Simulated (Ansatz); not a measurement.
Input for Ansatz (development build ahead of 0.2.0):

```yaml
crystal:
  periodic: [false, false, false]
  atoms:
    - { symbol: C, position_ang: [0.0, 0.0, -0.63051] }
    - { symbol: H, position_ang: [0.0, 0.0, 0.63051] }
basis:
  gaussian: { orbitals: def2-SVP }
total_charge: -1
magnetization:
  spin_polarized: true
  initial_magnetization: 2
hamiltonian:
  xc: hf
correlation:
  method: mp2
  frozen_orbitals: { C: 1, H: 0 }
```

The input is written out in the form of the current development build from the run's settings.

The run gave:

```
Converged                                                          : yes
Reference energy                                                   : -38.22864 hartree
Correlation energy                                                 : -0.09195 hartree
Total energy                                                       : -38.32059 hartree
Spin squared of the determinant                                    : 2.019
Stability test                                                     : minimum
Occupied orbitals by symmetry in an Abelian subgroup (alpha; beta) : 3 A1 1 B1 1 B2; 3 A1
```

Messages of the program:
```
mean field -1040.25435530 eV, -38.2286424475 hartree, gradient 1.8e-6 eV, S^2 2.018593; 0 other ends of a descent, 0 dependent functions left out
```

Caution: no diffuse functions for an anion.
